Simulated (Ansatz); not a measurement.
A geometry relaxed with Ansatz (a quantum-chemistry and plane-wave program) with PBE0-D3(BJ)/def2-TZVP, charge 0, multiplicity 2:

```xyz
2

N     -0.5801     0.0000     0.0000
C      0.5801     0.0000     0.0000
```

**Question.** Write the SMILES of this molecule.

**Answer.** `[C]#N`
